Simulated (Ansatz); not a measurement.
[BH4]- (BH4⁻). Total charge -1; singlet. Geometry relaxed at PBE0-D4/def2-TZVPD.

Cartesian coordinates in Å:
```
B 0.000 0.000 0.000
H 0.352 1.069 0.519
H -1.191 0.076 -0.335
H 0.142 -0.922 0.816
H 0.697 -0.223 -1.000
```

Estimate the harmonic wavenumbers at RKS PBE0-D4/def2-TZVPD (Ansatz, unscaled). Is this a minimum?

1063, 1063, 1063, 1184, 1184, 2270, 2270, 2270, 2275 cm⁻¹. Yes, no mode is imaginary beyond noise. Zero-point energy 87.6 kJ/mol. It took 3.8 s on 4 threads of Arm Neoverse V2 on a shared host.
